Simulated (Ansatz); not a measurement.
The first iterations of a band of C2H7NO2 (12 atoms, charge 0, multiplicity 1).

The calculation used RKS revPBE/def2-SVP in Ansatz.

| Property | Result |
| --- | --- |
| movable images | 5 |
| climbing image | yes |
| spring | 5.0 eV/Å² |
| optimiser | quadratic models (default) |
| start path | through a guess of the saddle point |
| force threshold | 0.05 eV/Å |
| iteration limit | 60 |
| end points | relaxed |

Initial state:

```xyz
12
Properties=species:S:1:pos:R:3
N -1.061 0.365 0.881
C -0.443 -0.895 0.426
O 0.090 -0.780 -0.873
C 1.139 0.195 -0.978
O 0.683 1.512 -1.038
H -1.984 0.493 0.444
H -1.207 0.351 1.898
H -1.149 -1.757 0.377
H 0.355 -1.145 1.172
H 1.664 -0.028 -1.930
H 1.852 0.026 -0.123
H 0.137 1.607 -0.221
```

Final state:

```xyz
12
Properties=species:S:1:pos:R:3
N -1.135 -0.338 1.490
C -0.634 -1.017 0.319
O -0.242 -0.212 -0.811
C 1.002 0.460 -0.670
O 1.262 1.210 -1.816
H -1.898 0.304 1.243
H -0.409 0.213 1.963
H -1.435 -1.670 -0.085
H 0.217 -1.667 0.631
H 1.844 -0.270 -0.572
H 0.988 1.098 0.258
H 0.517 1.833 -1.916
```

| iteration | highest image above the first end (eV) | largest band force component (eV/Å) |
| --- | --- | --- |
| 1 | 4.656 | 20.443 |
| 2 | 0.872 | 2.721 |
| 3 | 0.476 | 2.585 |
| 4 | 0.416 | 1.295 |
| 5 | 0.300 | 0.480 |
| 6 | 0.283 | 0.281 |
| 7 | 0.282 | 0.362 |

Question: Does the band converge within its limit, and where does its top end?

Answer: The forces met the threshold. It ended after 23 iterations with the highest image 0.184 eV above the first end. A vibrational analysis at the climbing image gives one clearly imaginary mode, 483i cm⁻¹: a first-order saddle point.

The run took 110 s on 2 threads of Intel(R) Xeon(R) 6975P-C (Granite Rapids), on a shared host, peak memory 0.16 GiB.
